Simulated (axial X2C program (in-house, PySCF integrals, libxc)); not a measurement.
# Worked dissociation energy of SiF⁻: MP2, with spin–orbit coupling

All values were computed with an axial X2C code built on PySCF integrals. Two-component (2c) means X2C with spin–orbit coupling and atomic mean-field two-electron Coulomb and Gaunt terms. Basis: Si dyall-av3z [9s8p3d2f], F dyall-av3z [7s6p3d2f] (cores contracted in-house); Gaussian nuclei, density fitting, unrestricted open shells. Masses: Si 27.977 u, F 18.998 u.

Molecular state: Ω = 1 (⟨Sz⟩ = 1.00, ⟨Lz⟩ = 0.00 at HF).

Correlated methods: 12 electrons correlated (number of frozen shells: Si 2 s, 1 p; F 1 s), 198 virtual spin orbitals or spinors in MP2.

| Property | Result |
| --- | --- |
| E(Si) (2M_J = 2) | -289.483268 hartree |
| E(F-) (2M_J = 0) | -99.840985 hartree |
| E(SiF⁻) at Re | -389.448923 hartree |
| ωe | 646.9 cm⁻¹ |
| ωexe | 5.02 cm⁻¹ |

(1) Work out De and D0.

The state is one determinant whose occupation by symmetry is held fixed; it was picked as the lowest of a PBE0 search that is not exhaustive. De is counted from the lowest determinant-based energies of the atoms at the same level, without counterpoise correction. The 2c atoms are single determinants rather than J levels; their spin–orbit lowering is only partly caught, and De is too large by that part. This holds for MP2. PBE0 can misorder states that lie within some tenths of an eV, so this need not be the ground state of the molecule. The nearest other 2c determinant of the search, Ω = 0, lies 0.67 eV up at the distance of the search. With several unpaired electrons one determinant need not be a pure state. Open-shell Ω = 0 determinants with evenly filled partner blocks cannot be reached by this program, so the Ω shown need not be the lowest component. This is the Ω = 1 component of a π² triplet; the 0⁺ component is not one determinant and can lie lowest.

Each atomic determinant is the lowest at this level and need not be a pure J level. Totals compare only within one Hamiltonian and basis.

Results:

(1) De = -289.483268 + (-99.840985) − (-389.448923) = 0.12467 hartree = 3.392 eV. The zero-point energy is ωe/2 − ωexe/4 = 322 cm⁻¹ = 0.040 eV, so D0 = 3.352 eV.
